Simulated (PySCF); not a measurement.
Adding and removing an electron: Na₂

PBE0; basis Na 6-31G(d,p); no relativity; PySCF 2.14. Neutral (UKS): singlet (closed shell), Re = 3.085 Å, ωe = 160 cm⁻¹, De = 0.69 eV, HOMO -3.62 eV, LUMO -1.34 eV.

Na₂⁺ (UKS): doublet (σ ↑), Re = 3.618 Å, ωe = 113 cm⁻¹, De = 1.03 eV to Na⁺ + Na. The energies at the minima are -324.35376 hartree for Na2 and -324.17219 for Na₂⁺.

Q: Work out the adiabatic ionisation energy, without and with harmonic zero-point energies (1 hartree = 27.2114 eV, 1 eV = 8065.5 cm⁻¹), and the change of the bond length.

A: At PBE0: 0.18157 hartree = 4.941 eV between the minima; the zero-point term (113.0 − 160.0)/2 cm⁻¹ = -0.003 eV makes it 4.938 eV. Re changes by +53.3 pm against the neutral. Minus the HOMO energy is 3.62 eV, -1.32 eV from the value between the minima; self-interaction puts the Kohn–Sham level too high, less so with exact exchange. The electron leaves a σ orbital, and the longer bond of the ion fits a bonding orbital, or a change in how ionic the bond is.

Closed-shell solutions of metal pairs were not tested for spin polarisation, which can lower them a little. States were picked by a PBE0 search and need not be the measured ground states.
